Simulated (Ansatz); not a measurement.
Results of LDA (Ansatz, an electronic-structure program, PAW) for cuprite Ag2O.

Run with plane-wave cutoff 520 eV, 8×8×8 k mesh, Fermi–Dirac smearing 0.01 eV, no spin polarisation, scalar-relativistic PAW data made under PBE.

Properties against volume:

| V (Å³/atom) | P (GPa) | smallest gap on the k mesh (eV) |
|---|---|---|
| 15.611 | 7.54 | 0.244 |
| 15.943 | 4.74 | 0.195 |
| 16.275 | 2.25 | 0.150 |
| 16.607 | 0.05 | 0.108 |
| 16.939 | -1.90 | 0.069 |
| 17.271 | -3.61 | 0.033 |
| 17.603 | -5.13 | 0.000 |

Measured, for comparison: band gap 1.2 eV (temperature not stated, not corrected to a static lattice, photoconductivity; as tabulated in He and Franchini (2017), arXiv:1706.08159).

Spin–orbit coupling is not included.
